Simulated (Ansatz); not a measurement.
**C2H4Si: one structure at several levels**

One table from this session's results is given with a row withheld; the runs are named, their logs left out.

Computed with Ansatz 0.2.0, Gaussian basis. Level: single points in def2-TZVPP.

Cores are frozen in the correlated methods.

## Starting geometry

SMILES `C=C=[SiH2]`, 7 atoms, charge 0, spin multiplicity 1.

Atoms are counted from 1 here; the program's logs count them from 0.

Bond lengths: C1–C2 1.222 Å, C1–H4 0.899 Å, C1–H5 1.120 Å, C2–Si3 1.561 Å, Si3–H7 1.353 Å. Angles: C2–C1–H4 147.3°, C2–C1–H5 115.2°, H4–C1–H5 97.3°, C1–C2–Si3 164.1°, C2–Si3–H7 133.6°.

Coordinates:

```xyz
7
charge 0, multiplicity 1
C    -1.1946   -0.3456   -0.6612
C    -0.1560    0.0566   -0.1592
Si    1.2386    0.1470    0.5373
H    -1.7797   -1.0220   -0.7480
H    -1.7894    0.4275   -1.2111
H     1.1219    0.8318    2.1788
H     2.5117    0.1428    0.0797
```

Set-up of the first run:

Input file run/in.yaml:

```yaml
crystal:
  periodic: [false, false, false]
  atoms:
    - {symbol: C, position_ang: [-1.194600, -0.345600, -0.661200]}
    - {symbol: C, position_ang: [-0.156000, 0.056600, -0.159200]}
    - {symbol: Si, position_ang: [1.238600, 0.147000, 0.537300]}
    - {symbol: H, position_ang: [-1.779700, -1.022000, -0.748000]}
    - {symbol: H, position_ang: [-1.789400, 0.427500, -1.211100]}
    - {symbol: H, position_ang: [1.121900, 0.831800, 2.178800]}
    - {symbol: H, position_ang: [2.511700, 0.142800, 0.079700]}
basis:
  gaussian: {orbitals: def2-TZVPP}
correlation: {method: ccsd_t}
output: {forces: true}
```

No record of the launch command was kept for these runs.

Steps of the session up to this table: CCSD(T)/def2-TZVPP; PBE0-D4/def2-TZVPP; wB97M-V/def2-TZVPP; r2SCAN-D4/def2-TZVPP; PBE-D4/def2-TZVPP; wB97X-V/def2-TZVPP; CAM-B3LYP-D4/def2-TZVPP.

One table of the session follows, with a row left open; its other results are not shown here.

| method | RMS force component (eV/Å) | angle to CCSD(T) forces (°) | dipole (D) |
| --- | --- | --- | --- |
| CCSD(T) | 3.843 | reference | 1.05 |
| PBE0-D4 | 3.792 | 4.7 | 1.05 |
| wB97M-V | ? | ? | ? |
| r2SCAN-D4 | 3.765 | 4.5 | 1.13 |
| PBE-D4 | 3.768 | 4.5 | 1.06 |
| wB97X-V | 3.851 | 3.5 | 1.08 |
| CAM-B3LYP-D4 | 3.769 | 4.9 | 1.06 |

Q: Estimate the row for wB97M-V from the others.

**Answer.** RMS force component (eV/Å): 3.775; angle to CCSD(T) forces (°): 3.5; dipole (D): 1.13. In the column «RMS force component (eV/Å)» it lies between CAM-B3LYP-D4 (3.769) and PBE0-D4 (3.792).
